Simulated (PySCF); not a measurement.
# C4H6: the cost of one run

Computed with PySCF 2.14.0. Level: levels as typed in each script, gas phase, geometry from GFN2-xTB.

**1. Starting geometry**

SMILES `C=CC=C`, 10 atoms, charge 0, spin multiplicity 1.

Bond lengths: C1–C2 1.329 Å, C1–H5 1.078 Å, C1–H6 1.076 Å, C2–C3 1.447 Å, C2–H7 1.083 Å, C3–C4 1.329 Å, C3–H8 1.083 Å, C4–H9 1.078 Å, C4–H10 1.076 Å. Angles: C2–C1–H5 121.5°, C2–C1–H6 122.1°, H5–C1–H6 116.4°, C1–C2–C3 123.7°, C1–C2–H7 120.3°, C3–C2–H7 116.1°, C2–C3–C4 123.7°, C2–C3–H8 116.1°, C4–C3–H8 120.3°, C3–C4–H9 121.5°, C3–C4–H10 122.1°, H9–C4–H10 116.4°.

As a file:

```
C     1.82822    0.10737    0.00000
C     0.60134   -0.40223    0.00000
C    -0.60134    0.40223    0.00000
C    -1.82822   -0.10737    0.00000
H     1.99619    1.17224    0.00000
H     2.70657   -0.51496    0.00000
H     0.45611   -1.47505    0.00000
H    -0.45611    1.47505    0.00000
H    -1.99619   -1.17224    0.00000
H    -2.70657    0.51496    0.00000
```

**2. Excited states (wB97X/def2-svpd)**

Input file input.py:

```python
import numpy as np
from pyscf import gto, scf, dft, tdscf
from pyscf.scf import atom_ks, atom_hf
from scipy.linalg import block_diag

def solve(mol, dm0=None, hcore=None):
    mf = (dft.UKS if mol.spin else dft.RKS)(mol, xc='wb97x')
    mf.grids.level = 3
    mf = mf.density_fit(auxbasis='def2-universal-jkfit')
    mf.conv_tol, mf.max_cycle = 1e-8, 80
    if hcore is not None:
        mf.get_hcore = lambda *args: hcore
    mf.kernel(dm0)
    if not mf.converged:
        mf = mf.newton().run(mf.mo_coeff, mf.mo_occ, max_cycle=30)
    assert mf.converged, 'SCF not converged'
    return mf

mol = gto.M(atom='''
C      1.82822     0.10737     0.00000
C      0.60134    -0.40223     0.00000
C     -0.60134     0.40223     0.00000
C     -1.82822    -0.10737     0.00000
H      1.99619     1.17224     0.00000
H      2.70657    -0.51496     0.00000
H      0.45611    -1.47505     0.00000
H     -0.45611     1.47505     0.00000
H     -1.99619    -1.17224     0.00000
H     -2.70657     0.51496     0.00000
''', basis='def2-svpd', charge=0, spin=0, verbose=4)
mf = solve(mol)
td = mf.TDDFT()
td.nstates, td.singlet, td.conv_tol = 5, True, 1e-5
td.kernel()
td.analyze()
x, y = np.array([p[0] for p in td.xy]), np.array([p[1] + 0 * p[0] for p in td.xy])
f, mu = td.oscillator_strength(), td.transition_dipole()
nto = [td.get_nto(state=i + 1, verbose=4) for i in range(len(td.e))]
# spherically averaged free atoms, for the promolecule
atm = atom_ks.get_atm_nrks(mol, xc='wb97x')
pro = block_diag(*[(atm[a[0]][2] * atm[a[0]][3]) @ atm[a[0]][2].T for a in mol._atom])
np.savez('result.npz', e=td.e, f=f, ok=td.converged, w=[n[0] for n in nto], nto=[n[1] for n in nto], x=x, y=y, c=mf.mo_coeff, occ=mf.mo_occ, eps=mf.mo_energy, pro=pro, mu=mu)
```

Run with:

```
$ OMP_NUM_THREADS=1 python input.py
```

Q: Estimate wall time and peak memory on 1 thread of Intel Xeon 6975P-C (Granite Rapids), shared host.

About 4.9 min, with a peak of 0.77 GiB.
